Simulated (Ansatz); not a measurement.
Z-matrix (Å, degrees):
```
O
H 1 0.9626
H 1 0.9626 2 103.14
```
Charge 0, spin multiplicity 1.

The numbers are results of frozen-core CCSD(T)/def2-TZVPP // PBE0-D4/def2-SVP (Ansatz, an electronic-structure program), not measurements.

```yaml
HF energy: -76.06197 Ha
MP2 correlation energy: -0.26152 Ha
```

### Question
Estimate the CCSD correlation energy, the (T) correction, the total energy and the T1 diagnostic.

### Answer

```json
{
 "CCSD correlation energy": "-0.26737 Ha",
 "(T) correction": "-0.00767 Ha",
 "CCSD(T) total energy": "-76.33702 Ha",
 "T1 diagnostic": "0.008"
}
```
